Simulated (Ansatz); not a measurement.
## hcp Zn

The numbers are results of HSE06 (Ansatz, a quantum-chemistry and plane-wave program, plane waves, PAW), not measurements.

Settings: plane-wave cutoff 500 eV, 6×6×1 k mesh (along the axes of the cell as run), Fermi–Dirac smearing 0.1 eV, scalar-relativistic PAW data made under PBE.

Cell: relaxed with r²SCAN.

| Item | Result |
|---|---|
| surface energy of the (11-20) face | 1.01 J/m² |
| work function of the (11-20) face | 4.16 eV |

Note: exact exchange on metals is sensitive to the k mesh and can open a false gap.

The slab of 16 atoms is relaxed and unreconstructed.

Static lattice: no zero-point or thermal effects.

Cost on a shared machine: around 2.1 core-hours (rough).
